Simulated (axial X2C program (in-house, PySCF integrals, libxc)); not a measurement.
BC⁻: bond constants with and without spin–orbit coupling

Computed with an axial X2C code built on PySCF integrals. Spin-free means the one-electron spin-free X2C Hamiltonian; two-component (2c) means X2C with spin–orbit coupling and atomic mean-field two-electron Coulomb and Gaunt terms, so the difference of the two also holds small scalar two-electron terms. Basis: C dyall-av3z [8s7p3d2f], B dyall-av3z [8s7p3d2f] (cores contracted in-house); Gaussian nuclei, density fitting, unrestricted open shells. Masses: C 12.000 u, B 11.009 u.

The run was started with this input:
```json
{"zs": [6, 5], "q": -1, "bas": ["dyall-av3z", "dyall-av3z"], "levels": ["PBE0", "HF", "LDA"], "cc": true, "r0": 1.45, "thr": -2.0, "nmax": 90, "npts": 10, "nst": 2, "ntry": 6}
```
```bash
python so2c.py task.json out
```

Keys: zs atomic numbers; q charge; bas basis sets; levels methods; cc coupled cluster on or off; r0 starting distance in Å; thr threshold in hartree for freezing inner shells (an s shell follows its p shell); nmax most natural virtual spinors; npts points on the curve; nst determinants followed; ntry starts of the search. HF also brings MP2.

State, spin-free: M_S = 1, Λ = 1 (beyond evenly filled blocks: σα, π+α, π+β, π-α); electrons by block: σα: 5, σβ: 4, π+α: 1, π+β: 1, π-α: 1. Fragments: C- + B.

State, 2c: Ω = 2 (⟨Sz⟩ = 1.00, ⟨Lz⟩ = 1.00 at PBE0); electrons by block: 1/2: 6, -1/2: 5, 3/2: 1. Fragments: C- + B.

| Hamiltonian | level | Re (Å) | ωe (cm⁻¹) | ωexe (cm⁻¹) | Be (cm⁻¹) | De (eV) | D0 (eV) | k (mdyn/Å) | μ (D) |
| --- | --- | --- | --- | --- | --- | --- | --- | --- | --- |
| 2c | PBE0 | 1.426 | 1355.3 | 10.3 | 1.444 | 5.18 | 5.09 | 6.21 | 0.56 |
| 2c | LDA | 1.425 | 1354.4 | 9.72 | 1.445 | 6.17 | 6.08 | 6.21 | 0.22 |

Spin-free values that have a 2c row agree with it to the digits that matter (0.001 Å, 0.01 eV) and are not repeated.

Dipoles are positive if B is the positive end and refer to the centre of mass.

One determinant describes the state; a PBE0 search over occupations chose it and may have missed a lower one. De is counted from the lowest determinant-based energies of the atoms at the same level, without counterpoise correction. Density functionals use the spin component along the axis (collinear). The 2c atoms are single determinants rather than J levels; their spin–orbit lowering is only partly caught, and De is too large by that part. This holds for PBE0, LDA. PBE0 can misorder states that lie within some tenths of an eV, so this need not be the ground state of the molecule. The nearest other 2c determinant of the search, Ω = 1, lies 0.15 eV up at the distance of the search. Without a current term, density functionals place determinants with orbital angular momentum somewhat too high. With several unpaired electrons one determinant need not be a pure state. Open-shell Ω = 0 determinants with evenly filled partner blocks cannot be reached by this program, so the Ω shown need not be the lowest component. The highest occupied level of some functionals is positive through self-interaction error; at Hartree–Fock it is bound.

No reliable constants came from CCSD (2c), CCSD (spin-free), CCSD(T) (2c), CCSD(T) (spin-free), HF (2c), HF (spin-free), MP2 (2c), MP2 (spin-free): no minimum in range, unconverged points, a curve that is not smooth, a change of character along it, or the two Hamiltonians disagreeing along it.

Rough cost a point (2c) on 1 thread(s) of a shared host, integrals apart: PBE0 0.4 s, LDA 0.19 s.

The whole task took 99 s on 1 thread of Intel(R) Xeon(R) 6975P-C (Granite Rapids), on a shared host.
